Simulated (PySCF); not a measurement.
**AsH2⁺, triplet: the ladder up to full CI**

Geometry: a PBE0/def2-TZVP stationary point for this spin, not checked as a minimum. The singlet lies 0.3 eV lower here.

```xyz
3

As    0.0000   -0.0191    0.0000
H     0.0000    0.7098   -1.3240
H     0.0000    0.7098    1.3240
```

Basis cc-pVDZ; PySCF 2.14.0. Correlated methods freeze the noble-gas cores and the filled d shells of p-block atoms, which leaves 6 electrons in 23 orbitals. Prefix R: restricted or restricted open-shell reference; prefix U: unrestricted. No spin–orbit coupling is included, and no scalar relativity.

Full CI is exact within this basis and frozen core; it isn't the basis-set limit. The frozen core follows each run's orbitals, which can shift R against U totals by a few meV for light atoms and by up to 0.1 eV past Ca.

```
UHF ⟨S²⟩                          : 2.006
T1 diagnostic (ROHF- or RHF-based CCSD)             : 0.0177
largest doubles amplitude (ROHF- or RHF-based CCSD) : 0.053
```

```json
{"level": "RMP2", "E − E(RHF) (eV)": "-2.0808"}
{"level": "RCCSD", "E − E(RHF) (eV)": "-2.6600"}
{"level": "RCCSD(T)", "E − E(RHF) (eV)": "-2.7138"}
```

Q: Estimate how far full CI in cc-pVDZ lies from RCCSD(T). The table doesn't fix it; the size of (T) and the diagnostics are the guide.

A: Full CI in cc-pVDZ lies 17 meV below RCCSD(T), which is 32 % of the (T) step (-54 meV). The diagnostics give no warning, yet the rest is a sizeable part of (T).

The other levels:

```json
{"level": "RCCSDT", "E − E(full CI) (meV)": "1", "share of correlation (%)": "99.95", "wall time": "4.5 s"}
```

The correlation energy at full CI, counted from RHF, is -2.731 eV. Full CI, over all symmetries tried, took 27 s on 1 thread of Arm Neoverse V1, shared host; the state has 560,034 determinants.

Run but not shown, since their state, orbitals or frozen core can't be matched to the reference's or they repeat it: UHF, UMP2, UCCSD, UCCSD(T).

Times are those of the correlated step on a shared host, with one SCF added for the restricted CCSD run; they ran on 1 thread of Arm Neoverse V1.

The full-CI state has the irrep B1 of C2v, in the program's axes.

Natural occupations of full CI about the gap: 1.961 1.942 0.994 0.991 0.036 0.024 0.009 0.008 0.008 0.006; effectively unpaired electrons, Σ n²(2−n)², 2.03.
